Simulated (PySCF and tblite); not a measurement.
The numbers below are computed, except where a source is named.
System: C₃H₅O (charge -1), numbered as in [CH-:1]1[CH2:2][CH2:3][O:4]1.

Motion: pyramidal inversion at C1. GFN2-xTB gives an electronic barrier of 27.3 kcal/mol.

The ion is treated without a counter-ion.

(1) What does BHandHLYP/pcSseg-1 + D3(BJ), IEF-PCM methanol give on PBE0-D3(BJ)/def2-SVP geometries?

(2) And the level of the geometries itself, PBE0-D3(BJ)/def2-SVP?

Programs: tblite and PySCF.

Answers

(1) A barrier of 26.6 kcal/mol, 0.7 below the tight-binding barrier (from unrounded values) and, with GFN2-xTB thermal terms, ΔG‡(298 K) = 24.8 kcal/mol and k = 4.2×10⁻⁶ s⁻¹ (1 equivalent path).

(2) 21.2 kcal/mol.
